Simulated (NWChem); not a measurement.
# Correlation energy of Cl2 (+1)

```
Cl
Cl 1 1.9598
```
Charge +1, spin multiplicity 2.

Everything below was run with NWChem. All single points use one geometry, from UPBE/def2-SVP, a minimum by its harmonic frequencies.

Basis set: cc-pVTZ. Each correlation energy counts from its own Hartree-Fock reference.

The correlated methods keep 10 core orbitals frozen. The structure started from a generated list of species. The unpaired electrons of the parent sit in orbitals of symmetry b3g (D2h labels of the run); other states weren't searched. No SCF solution was tested for a lower state. Open-shell Hartree-Fock references start from PBE0 orbitals. Coupled-cluster values serve here as a point of comparison, not as the truth.

**Question.** Order these methods by the correlation energy they give, lowest first: SCS-UMP2, CCSD(T) on ROHF, CCSD on UHF, CCSD(T) on UHF, URI-MP2.

**Answer.** CCSD(T) on ROHF (-423.2 mHa), CCSD(T) on UHF (-414.2 mHa), CCSD on UHF (-394.5 mHa), URI-MP2 (-363.2 mHa), SCS-UMP2 (-356.6 mHa)
